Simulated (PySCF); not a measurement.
# 2-fluoroethanol: geometry, NMR shifts, spin-spin couplings, electronic excitations and core binding energies, part 2 of 2

PySCF 2.14.0. Atoms count from 0. Earlier steps stand in the parts before.

## 7. Core-electron binding energies: SCAN, X2C

The job: settings as JSON, then the geometry in Å.

```
{"job": {"kind": "xps"}, "charge": 0, "multiplicity": 1}
O     -1.352249     0.826329    -0.003498
C     -0.576882    -0.299724     0.281144
C      0.787726    -0.206536    -0.352338
F      1.419146     0.919833     0.136590
H     -0.825379     1.593330     0.250984
H     -1.101171    -1.183483    -0.117653
H     -0.455534    -0.458268     1.372583
H      1.404934    -1.091405    -0.121015
H      0.699410    -0.100077    -1.446784
```

Method: delta-SCF UKS SCAN, pcX-2 on the ionised atom, pcseg-1 elsewhere, spin-free X2C.

The program printed:

```text
ground state, core basis on atom 0 (O), 112 functions
  cycle   1  E = -254.24358592  |g| = 7.75e-01
  cycle   2  E = -254.02550017  |g| = 1.36e+00
  cycle   3  E = -254.34229210  |g| = 1.06e-01
  cycle   4  E = -254.34416732  |g| = 4.39e-02
  cycle   5  E = -254.34454951  |g| = 1.23e-02
  cycle   6  E = -254.34456669  |g| = 5.81e-03
  cycle   7  E = -254.34457195  |g| = 2.21e-03
  cycle   8  E = -254.34457418  |g| = 2.26e-04
  E(ground) = -254.34619224 Eh
hole in O 1s of atom 0
  cycle   1  E = -233.73747534  |g| = 2.21e+00
  cycle   2  E = -233.31852590  |g| = 2.17e+00
  cycle   3  E = -234.48608610  |g| = 4.05e-01
  cycle   4  E = -234.52412346  |g| = 1.64e-01
  cycle   5  E = -234.53275749  |g| = 6.09e-02
  cycle   6  E = -234.53378130  |g| = 2.08e-02
  cycle   7  E = -234.53395531  |g| = 4.52e-03
  cycle   8  E = -234.53396467  |g| = 1.15e-03
  cycle   9  E = -234.53396518  |g| = 5.03e-04
  cycle  10  E = -234.53396583  |g| = 2.01e-04
  E(ion) = -234.53592296 Eh   <S^2> = 0.7619   hole on atom = 1.000   binding energy = 539.065 eV
ground state, core basis on atom 1 (C), 112 functions
  cycle   1  E = -254.31829837  |g| = 6.36e-02
  cycle   2  E = -254.31795460  |g| = 5.37e-02
  cycle   3  E = -254.31832533  |g| = 2.94e-02
  cycle   4  E = -254.31848251  |g| = 2.24e-03
  cycle   5  E = -254.31848382  |g| = 4.66e-04
  E(ground) = -254.32120049 Eh
hole in C 1s of atom 1
  cycle   1  E = -243.01887848  |g| = 1.50e+00
  cycle   2  E = -242.23468905  |g| = 1.95e+00
  cycle   3  E = -243.49749069  |g| = 4.33e-01
  cycle   4  E = -243.53818123  |g| = 2.74e-01
  cycle   5  E = -243.56324668  |g| = 4.97e-02
  cycle   6  E = -243.56403028  |g| = 1.70e-02
  cycle   7  E = -243.56413696  |g| = 8.48e-03
  cycle   8  E = -243.56416793  |g| = 3.51e-03
  cycle   9  E = -243.56417502  |g| = 1.49e-03
  cycle  10  E = -243.56417732  |g| = 5.18e-04
  cycle  11  E = -243.56417736  |g| = 8.45e-05
  E(ion) = -243.56576876 Eh   <S^2> = 0.7715   hole on atom = 1.000   binding energy = 292.670 eV
ground state, core basis on atom 2 (C), 112 functions
  cycle   1  E = -254.31872457  |g| = 5.84e-02
  cycle   2  E = -254.31872262  |g| = 1.97e-02
  cycle   3  E = -254.31871989  |g| = 2.08e-02
  cycle   4  E = -254.31880099  |g| = 3.23e-03
  cycle   5  E = -254.31880374  |g| = 8.06e-04
  cycle   6  E = -254.31880380  |g| = 5.01e-05
  E(ground) = -254.32163359 Eh
hole in C 1s of atom 2
  cycle   1  E = -242.99545413  |g| = 1.50e+00
  cycle   2  E = -240.12424614  |g| = 2.67e+00
  cycle   3  E = -243.12508032  |g| = 1.04e+00
  cycle   4  E = -243.48614994  |g| = 3.73e-01
  cycle   5  E = -243.52676084  |g| = 1.78e-01
  cycle   6  E = -243.53528516  |g| = 7.18e-02
  cycle   7  E = -243.53705901  |g| = 1.22e-02
  cycle   8  E = -243.53711443  |g| = 6.38e-03
  cycle   9  E = -243.53713702  |g| = 1.52e-03
  cycle  10  E = -243.53713955  |g| = 6.52e-04
  cycle  11  E = -243.53714036  |g| = 1.54e-04
  E(ion) = -243.54021739 Eh   <S^2> = 0.7712   hole on atom = 1.000   binding energy = 293.377 eV
ground state, core basis on atom 3 (F), 112 functions
  cycle   1  E = -254.35993175  |g| = 1.16e-01
  cycle   2  E = -254.35971496  |g| = 5.03e-02
  cycle   3  E = -254.35959828  |g| = 5.91e-02
  cycle   4  E = -254.36006776  |g| = 4.04e-03
  cycle   5  E = -254.36007185  |g| = 2.56e-04
  E(ground) = -254.36521843 Eh
hole in F 1s of atom 3
  cycle   1  E = -228.01183838  |g| = 2.58e+00
  cycle   2  E = -227.39174848  |g| = 2.38e+00
  cycle   3  E = -228.63002995  |g| = 7.85e-01
  cycle   4  E = -228.83249408  |g| = 4.08e-01
  cycle   5  E = -228.88915484  |g| = 1.06e-01
  cycle   6  E = -228.89276067  |g| = 3.97e-02
  cycle   7  E = -228.89344290  |g| = 3.61e-03
  cycle   8  E = -228.89344707  |g| = 1.86e-03
  cycle   9  E = -228.89344896  |g| = 5.31e-04
  cycle  10  E = -228.89344884  |g| = 1.33e-04
  E(ion) = -228.90425953 Eh   <S^2> = 0.7569   hole on atom = 1.000   binding energy = 692.828 eV
```

Run time: 14 s. Hardware: 1 thread, shared host.

The holes in one table. −ε is the ground-state orbital energy:

| hole | stands for | environment | ΔSCF (eV) | −ε (eV) | ⟨S²⟩ |
| --- | --- | --- | --- | --- | --- |
| O1s on O0 | O0 | alcohol oxygen | 539.06 | 516.7 | 0.762 |
| C1s on C1 | C1 | sp3 CH2 bonded to O | 292.67 | 275.1 | 0.771 |
| C1s on C2 | C2 | sp3 CH2 bonded to F | 293.38 | 275.8 | 0.771 |
| F1s on F3 | F3 | fluorine on an sp3 carbon | 692.83 | 666.6 | 0.757 |

## 8. Side by side: NMR shifts

Shifts (ppm), means over like atoms, with basis size and wall time:

| run | C2 | C1 | H7 | H5 | H4 | O0 | F3 | functions | time |
| --- | --- | --- | --- | --- | --- | --- | --- | --- | --- |
| PBE0/pcSseg-1 | 86.5 | 63.8 | 4.44 | 3.69 | 1.13 | 22.0 | -253.7 | 93 | 4.3 s |
| HF/pcSseg-2 | 81.1 | 59.6 | 4.15 | 3.36 | 1.74 | 2.3 | -210.8 | 214 | 7.3 s |

## 9. Summary of results

The summary covers parts 1 to 2.

| quantity | value |
| --- | --- |
| point group | C1 |
| rotational constants (main isotopes) | 15.79, 5.65, 4.66 GHz |
| 13C shifts against TMS (PBE0/pcSseg-1) | 86.5, 63.8 ppm |
| 1H shifts against TMS (PBE0/pcSseg-1, means over atoms taken as alike) | 4.44, 3.69, 1.13 ppm |
| 17O shifts against H2O (PBE0/pcSseg-1) | 22.0 ppm |
| 19F shifts against CFCl3 (PBE0/pcSseg-1) | -253.7 ppm |
| largest coupling of the table (B3LYP/pcJ-1) | 1J(C,F) C2–F3, -223.3 Hz |
| lowest singlet (PBE0/def2-SVPD) | 7.44 eV (167 nm), f = 0.013 |
| brightest single state of those computed | state 3, 8.64 eV, f = 0.061 |
| lowest triplet | 7.11 eV |
| vertical ionisation energy (ΔSCF) | 10.79 eV |
| C1s binding energies, SCAN/pcX-2 | C2 293.38, C1 292.67 eV |
| O1s binding energies, SCAN/pcX-2 | O0 539.06 eV |
| F1s binding energies, SCAN/pcX-2 | F3 692.83 eV |
| range of the shift of F3 | -253.7 to -210.8 ppm |

In words: Relaxing lowered the energy by 0.062 eV in 6 steps; the close pair that moved most is O0–C1, from 1.426 to 1.396 Å. No frequency check was run at this level, so the end point may be a saddle. C2 (sp3 CH2 bonded to F) lies farthest downfield among carbon, at 86.5 ppm; pulled downfield by the heteroatom. At PBE0/pcSseg-1: The widest tensor belongs to F3: span 83 ppm, with a paramagnetic part of -42 ppm. Of the pairs tabulated at B3LYP/pcJ-1, C2–F3 couples most strongly (-223.3 Hz; Fermi contact -275.0 Hz). Couplings across rotatable bonds belong to this one conformer; where others are populated, the observed values are averages, and the simulated multiplets take (2 J gauche + J anti)/3 across rotating chain bonds. The lowest singlet, at 7.44 eV, is HOMO→LUMO 0.86, HOMO→LUMO+1 0.12 and is weak; of the 10 states computed, the strongest absorption comes from state 3 at 8.64 eV. The lowest triplet lies 0.34 eV below the lowest singlet (triplets in Tamm-Dancoff, singlets in full TDDFT). ΔSCF puts the ionisation energy at 10.79 eV, 2.57 eV above −ε(HOMO). The C1s levels kept as sound span 0.71 eV, from C1 (sp3 CH2 bonded to O) up to C2 (sp3 CH2 bonded to F). In ppm, F3 moves most: its shift spreads over 42.9 ppm, from -253.7 (PBE0/pcSseg-1) to -210.8 (HF/pcSseg-2).
